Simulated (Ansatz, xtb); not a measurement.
## Two structures of CH3AlMg

Structure I: `[MgH][CH2][Al]`, a singlet. Structure II: a singlet given by its coordinates. Both are isolated molecules in the gas phase, relaxed with r2SCAN-D4/def2-TZVP.

I (Å):

```xyz
6

C    -0.5740   -0.9416   -0.3370
Al   -0.2813   -2.8486   -0.2013
Mg    0.9496    0.3022    0.3717
H     2.1787    1.3413    0.9429
H    -0.7094   -0.6078   -1.3808
H    -1.4595   -0.6091    0.2327
```

II (Å):

```yaml
atoms:
  - { symbol: C, position_ang: [0.5206, -0.2555, 0.2814] }
  - { symbol: Al, position_ang: [-0.6747, -1.1282, -0.9491] }
  - { symbol: Mg, position_ang: [1.3645, 0.3093, -1.6137] }
  - { symbol: H, position_ang: [1.5050, -0.7605, 0.3509] }
  - { symbol: H, position_ang: [0.2087, 0.0147, 1.2954] }
  - { symbol: H, position_ang: [-2.2727, -1.1735, -0.9685] }
```

Close contacts (Å): C1–Al2 1.92, C1–Mg3 2.15, Al2–Mg3 2.58, C1–H4 1.11, C1–H5 1.09, Al2–H6 1.60, Mg3–H4 2.24.

**Question.** Which of the two would you expect CCSD(T)/def2-TZVPP electronic energies to favour?

**Answer.** Structure I; the calculation gives E(II) − E(I) = +17.1 kcal/mol.

Level by level:

```csv
level,geometry,E(II) − E(I) (kcal/mol),departure from the last row (kcal/mol),"job, with rough time for the two"
r2SCAN-D4/def2-TZVP,r2SCAN-D4/def2-TZVP,+13.9,−3.2,"optimisation, 33 s"
HF/def2-TZVPP,r2SCAN-D4/def2-TZVP,+28.0,+10.9,part of the CCSD(T) run
MP2/def2-TZVPP,r2SCAN-D4/def2-TZVP,+17.3,+0.2,part of the CCSD(T) run
CCSD(T)/def2-TZVPP,r2SCAN-D4/def2-TZVP,+17.1,,"single point, 31 s"
```

None of the levels shown reverses the order. The largest departure from CCSD(T)/def2-TZVPP is that of HF/def2-TZVPP, 10.9 kcal/mol. Levels run at GFN2-xTB geometries aren't shown.

With harmonic frequencies from r2SCAN-D4/def2-TZVP (ideal gas, rigid rotor, one conformer each, 298.15 K, 1 atm): the zero-point term adds +1.5 kcal/mol; ΔH is +18.1 and ΔG +19.3 kcal/mol.

The correlated steps freeze 7 core orbitals; the last core shell of Mg is correlated, in a basis made for valence electrons. Mirror images aren't counted in ΔG. Programs: Ansatz 0.2.0; the last row on 2 threads of Arm Neoverse V1 on a shared host.
